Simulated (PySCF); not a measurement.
# [CH2FO2S]-: core ionisation energies

Species: CH2FO2S (charge -1).
Numbering: `[O:1]=[S@@:2]([O-:3])[CH2:4][F:5]`

Level of theory: delta-SCF UKS SCAN, pcX-2 on the ionised atom, pcseg-1 elsewhere, spin-free X2C (PySCF 2.14.0). Each binding energy is the total energy of the core-ionised species, with the hole localised on one atom, minus that of the ground state; both are solved self-consistently, so orbital relaxation is included.

Task: What binding energy does each computed site have?

Result: 
```tsv
atom(s)	bonded to	level	binding energy (eV)	above the level's lowest (eV)	count
C4	F, S and 2 H	C 1s	287.74	0.00	1
O3	S	O 1s	530.84	0.00	1
O1	S (double bond)	O 1s	530.87	+0.03	1
F5	C	F 1s	688.07	0.00	1
S2	O (double bond), O and C	S 1s	2474.83	0.00	1
```

The 2 O 1s values lie within 0.03 eV of each other; Gaussian lines of 0.5 eV full width would blend them into one maximum.

Task: Which effective nuclear charge Zeff reproduces each element's mean 1s value in the hydrogen-like formula E = 13.606 eV × Zeff²?

Result: C (Z = 6): mean 287.7 eV, Zeff = 4.60, Z − Zeff = 1.40; O (Z = 8): mean 530.9 eV, Zeff = 6.25, Z − Zeff = 1.75; F (Z = 9): mean 688.1 eV, Zeff = 7.11, Z − Zeff = 1.89; S (Z = 16): mean 2474.8 eV, Zeff = 13.49, Z − Zeff = 2.51. Means run over the listed sites, weighted by atom count.

Task: Give the binding energy of O 1s of O1 in hartree and in kJ/mol.

Result: 530.87 eV = 19.5091 Eh = 51221 kJ/mol.

Not every level is listed. The species carries charge -1, so core ionisation leaves a neutral species. The basis sets have no added diffuse functions. Geometry: PBE0-D3(BJ)/def2-SVP, one conformer, isolated ion.

Time: 31 s of wall time. Hardware: x86-64 server, one thread, shared host.

The values belong to the conformer `[O:1]=[S@@:2]([O-:3])[CH2:4][F:5]`: O1–S2–C4–F5 -179°.
